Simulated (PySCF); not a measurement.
# hydrogen cyanide: calculation against experiment

**What was measured.**

From NIST CCCBDB Release 22 (SRD 101), experimental dipoles, for the gas: dipole moment (microwave Stark effect, vibrational ground state) 2.98 D.

How close the calculation comes is told at the end.

Hydrogen cyanide, HCN.
Numbering: `[CH:1]#[N:2]` (hydrogens: H3 on C1)

Geometry (PBE0/6-31+G*, Å), atoms numbered from 1 in this order:
```
atom  x, y, z in Å
C1    -0.0288   -0.0018   -0.0060
N2     1.1268    0.0207   -0.0132
H3    -1.1003   -0.0226    0.0006
```

Runs made with PySCF (gas phase, on this PBE0/6-31+G* geometry; no spin–orbit coupling):

```csv
level,job,basis functions,wall time
"PBE0/6-31+G*, grid level 1",geometry optimisation from a GFN2-xTB start,38,0.81 s
```

Hardware: an Arm Neoverse V2 with one thread (shared host).

All basis functions are spherical.

**Comparison with experiment**

**Dipole moment.** Measured: 2.98 D (NIST CCCBDB Release 22 (SRD 101), experimental dipoles).

```json
{"level": "PBE0/6-31+G*", "computed (D)": "3.09", "computed − measured (D)": "+0.11", "% (from the printed values)": "+4"}
```

The computed dipoles belong to one fixed geometry; measured ones are averaged over vibrations unless marked μe. Magnitudes are compared, not signs.

The geometry is computed, not the measured one. Where a level misses, the cause wasn't examined.
